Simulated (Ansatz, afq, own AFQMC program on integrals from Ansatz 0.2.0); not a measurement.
## H2SO, triplet in cc-pVTZ, levels against AFQMC with the constraint released

```xyz
4

O    -0.8892   -0.2316    0.0000
H    -1.1385    0.6949    0.0000
H     0.2548   -0.2316    0.0000
S     1.7728   -0.2316    0.0000
```

Connectivity, by distances: OH ··· S, 1 bridging H.

Basis cc-pVTZ. Noble-gas cores (and the filled d shells of Ga–Kr and In–Xe) are frozen. Ansatz 0.2.0 and our own AFQMC program on the same integrals; the CISD trial comes from CCSD amplitudes, and released means the phaseless constraint is let go. Error bars are statistical, one sigma.

Determinant: UHF, the one that the program's search chose, which needn't be the lowest solution. The geometry is a point of a scan.

No full CI on the walks' own integrals is used here. The released AFQMC energy serves as the reference, which it does only where one determinant dominates, the energy is flat over the last release times and near the phaseless one (40 meV or 2 meV an electron, half that with transition metals). On small molecules, where full CI could be run and the noise was under 10 meV, such values lay within 10 meV of it in 19 cases of 20, a flattering rate, since the rule was set on those same cases; what remains of the bias isn't in the error bar.

Cautions: lower spins were not checked; unrestricted determinant slightly spin contaminated (⟨S²⟩ 2.05 against 2.00); the released value is read at 1.62 1/Eh with a noise of 15 meV, more than in the cases checked, later times being too noisy (meV from the phaseless value at times in 1/Eh: -18 ± 8 at 0.24, -14 ± 7 at 0.51, -18 ± 11 at 0.99, -36 ± 15 at 1.62, 4 ± 23 at 2.40).

The T1 diagnostic is 0.0223, the weight of the determinant in the CISD state is 0.858 and the ⟨S²⟩ of the determinant is 2.052. The size of the correlated space is 14 electrons in 86 orbitals.

```csv
level,correlation energy (eV)
MP2,-10.7172
CCSD,-11.5367
CCSD(T),-11.9691
```

(1) Estimate where AFQMC with the constraint released lies against CCSD(T) on the same integrals.

(1) 5.4 ± 1.5 kJ/mol below CCSD(T).

Reference: AFQMC with the constraint released, correlation energy -12.025 ± 0.015 eV.

```tsv
level	E − E(reference) (kJ/mol)	share of correlation (%)
CCSD(T)	5.4 ± 1.5	99.53
ph-AFQMC/HF	17.7 ± 3.2	98.47
ph-AFQMC/CISD	3.5 ± 1.7	99.70
```

A walk keeps the symmetry of its determinant, which the program's search chose and which needn't be the lowest solution, so a lower state of the same spin and another symmetry isn't excluded. Released energies are given only where the last usable release times agree within the noise; a slower fall can still hide under it.
